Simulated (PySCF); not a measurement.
Consider hydroperoxo, `[O]O` (HO2•, doublet). Atom numbers as in the mapped SMILES `[O:1][OH:2]`.

Energies: ωB97X-D3(BJ)/ma-def2-TZVP (PySCF, density fitting, integration grid level 2) on PBE0-D3(BJ)/ma-def2-SVP structures. ωB97X-D3(BJ) is ωB97X-V with D3(BJ) in place of VV10. Thermal corrections: PBE0-D3(BJ)/ma-def2-SVP frequencies, unscaled, ideal gas at 298.15 K and 1 bar, quasi-RRHO entropy.

(1) What are the vertical and the adiabatic ionisation energy for forming the singlet cation?

(2) What are the vertical and the adiabatic ionisation energy for forming the triplet cation?

(3) Where does the unpaired spin of the relaxed triplet cation sit?

(4) What are the vertical and the adiabatic electron affinity for forming the singlet anion?

(5) Which spin state does oxidation lead to?

Answers

(1) 12.35 eV vertical and 11.90 eV adiabatic, the latter with zero-point energy.

(2) 11.58 eV vertical and 11.33 eV adiabatic, the latter with zero-point energy.

(3) O1 (oxygen) 1.37, O2 (hydroxyl oxygen) 0.60 (intrinsic atomic orbital populations).

(4) 0.35 eV vertical and 0.92 eV adiabatic, the latter with zero-point energy.

(5) The triplet, 0.57 eV below the singlet.

Known limits: the singlet was run as a closed shell, which can place it too high against the triplet, even in the wrong order.
